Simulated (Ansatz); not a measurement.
# [Ce(NH3)6]3+ (CeN₆H₁₈ (+3)): one state, many levels

One table from this session's results is given with a row withheld; the runs are named, their logs left out.

Program: Ansatz 0.2.0, Gaussian basis. Level of theory: as each input shows. These are calculated values, not measurements.

Levels to be run: PBE-D4/def2-TZVP, r2SCAN-D4/def2-TZVP, CAM-B3LYP-D4/def2-TZVP, B2PLYP/def2-TZVP, PBE-D4/def2-SVP, PBE0-D4/def2-SVP, MP2/def2-SVP, RPA/def2-SVP.

## The geometry

The geometry is that of the doublet, from an earlier relaxation (PBE-D4/def2-SVP).

25 atoms, charge 3, spin multiplicity 2.

Atoms are counted from 1 here; the program's logs count them from 0.

Bond lengths: Ce1–N2 2.644 Å, Ce1–N6 2.644 Å, Ce1–N10 2.644 Å, Ce1–N14 2.644 Å, Ce1–N18 2.644 Å, Ce1–N22 2.644 Å, N2–H3 1.038 Å, N2–H4 1.038 Å, N2–H5 1.038 Å, N6–H7 1.038 Å, N6–H8 1.038 Å, N6–H9 1.038 Å, N10–H11 1.038 Å, N10–H12 1.038 Å, N10–H13 1.038 Å, N14–H15 1.038 Å, N14–H16 1.038 Å, N14–H17 1.038 Å and more. Angles: N2–Ce1–N6 179.2°, N2–Ce1–N10 90.0°, N2–Ce1–N14 90.6°, N2–Ce1–N18 89.2°, N2–Ce1–N22 90.1°, N6–Ce1–N10 90.8°, N6–Ce1–N14 88.6°, N6–Ce1–N18 90.6°, N6–Ce1–N22 90.0°, N10–Ce1–N14 179.4°, N10–Ce1–N18 89.7°, N10–Ce1–N22 89.5°, N14–Ce1–N18 90.2°, N14–Ce1–N22 90.5°, N18–Ce1–N22 179.0°, Ce1–N2–H3 115.4°, Ce1–N2–H4 115.4°, Ce1–N2–H5 115.6° and more.

Coordinates:

```xyz
25
charge 3, multiplicity 2
Ce    0.00067   -0.00178   -0.00041
N    -0.00875    0.01840    2.64365
H     0.85308    0.38742    3.08934
H    -0.12351   -0.90910    3.09550
H    -0.75768    0.58496    3.08588
N    -0.02799   -0.01492   -2.64457
H    -0.83215   -0.50724   -3.07870
H     0.79027   -0.46202   -3.10071
H    -0.05979    0.92017   -3.09418
N     2.64496   -0.01662    0.00864
H     3.09438    0.91910    0.00616
H     3.09386   -0.49022   -0.79862
H     3.08656   -0.48294    0.82418
N    -2.64312    0.01591   -0.03746
H    -3.07615    0.59696   -0.78070
H    -3.10155    0.36540    0.82580
H    -3.09135   -0.90987   -0.17752
N     0.02773    2.64204    0.01523
H     0.35511    3.07802    0.89856
H    -0.89251    3.09691   -0.13922
H     0.63034    3.09059   -0.70118
N     0.00747   -2.64542    0.01442
H    -0.15595   -3.09484   -0.90695
H    -0.70573   -3.09465    0.62037
H     0.89181   -3.08628    0.33248
```

Ce takes a core potential in the def2 sets. No spin-orbit coupling is included. The ion is computed in the gas phase, without counter-ions or solvent.

PBE0-D4/def2-TZVP was run before; its log isn't repeated, and its numbers join the tables.

The first run:

start.molden holds the orbitals of an earlier run on this state, given as this run's starting guess.

Input file in.yaml:

```yaml
crystal:
  periodic: [false, false, false]
  atoms:
    - {symbol: Ce, position_ang: [0.000666, -0.001781, -0.000407]}
    - {symbol: N, position_ang: [-0.008746, 0.018396, 2.643648]}
    - {symbol: H, position_ang: [0.853083, 0.387421, 3.089344]}
    - {symbol: H, position_ang: [-0.123509, -0.909101, 3.095496]}
    - {symbol: H, position_ang: [-0.757684, 0.584956, 3.085877]}
    - {symbol: N, position_ang: [-0.027990, -0.014921, -2.644568]}
    - {symbol: H, position_ang: [-0.832153, -0.507245, -3.078699]}
    - {symbol: H, position_ang: [0.790269, -0.462019, -3.100713]}
    - {symbol: H, position_ang: [-0.059786, 0.920173, -3.094181]}
    - {symbol: N, position_ang: [2.644960, -0.016622, 0.008642]}
    - {symbol: H, position_ang: [3.094379, 0.919097, 0.006163]}
    - {symbol: H, position_ang: [3.093856, -0.490215, -0.798620]}
    - {symbol: H, position_ang: [3.086555, -0.482937, 0.824183]}
    - {symbol: N, position_ang: [-2.643124, 0.015907, -0.037456]}
    - {symbol: H, position_ang: [-3.076150, 0.596964, -0.780700]}
    - {symbol: H, position_ang: [-3.101550, 0.365405, 0.825801]}
    - {symbol: H, position_ang: [-3.091347, -0.909871, -0.177515]}
    - {symbol: N, position_ang: [0.027726, 2.642041, 0.015225]}
    - {symbol: H, position_ang: [0.355113, 3.078015, 0.898563]}
    - {symbol: H, position_ang: [-0.892507, 3.096914, -0.139222]}
    - {symbol: H, position_ang: [0.630339, 3.090586, -0.701178]}
    - {symbol: N, position_ang: [0.007465, -2.645418, 0.014417]}
    - {symbol: H, position_ang: [-0.155945, -3.094845, -0.906955]}
    - {symbol: H, position_ang: [-0.705727, -3.094646, 0.620367]}
    - {symbol: H, position_ang: [0.891807, -3.086276, 0.332481]}
basis:
  gaussian: {orbitals: def2-TZVP, initial_orbitals: start.molden}
total_charge: 3
magnetization: {spin_polarized: true, initial_magnetization: 1}
hamiltonian: {xc: pbe, dispersion: d4}
scf: {omitted_lower_state_checks: [starts]}
output: {forces: true, orbitals: {seedname: orbitals}}
```

Started as:

```console
$ ansatz run in.yaml --threads 4 --pin off --events-out ev --progress --plain --max-ram 6963MiB
```

Steps of the session up to this table: PBE-D4/def2-TZVP; r2SCAN-D4/def2-TZVP; CAM-B3LYP-D4/def2-TZVP; B2PLYP/def2-TZVP; PBE-D4/def2-SVP; PBE0-D4/def2-SVP; MP2/def2-SVP; RPA/def2-SVP.

One of the session's tables, all rows but one given; the rest of the session is left out.

```
                 level  HOMO (eV)  LUMO (eV)  gap (eV)
       PBE-D4/def2-SVP     -16.19     -15.44      0.75
      PBE-D4/def2-TZVP     -16.32     -15.55      0.76
   r2SCAN-D4/def2-TZVP     -16.46     -15.00      1.46
      PBE0-D4/def2-SVP          ?          ?         ?
     PBE0-D4/def2-TZVP     -19.29     -13.23      6.05
CAM-B3LYP-D4/def2-TZVP     -21.00     -11.99      9.01
```

Q: Estimate the row for PBE0-D4/def2-SVP from the others.

As computed: HOMO (eV): -19.22; LUMO (eV): -13.16; gap (eV): 6.06. In the column «HOMO (eV)» it lies between PBE0-D4/def2-TZVP (-19.29) and r2SCAN-D4/def2-TZVP (-16.46).
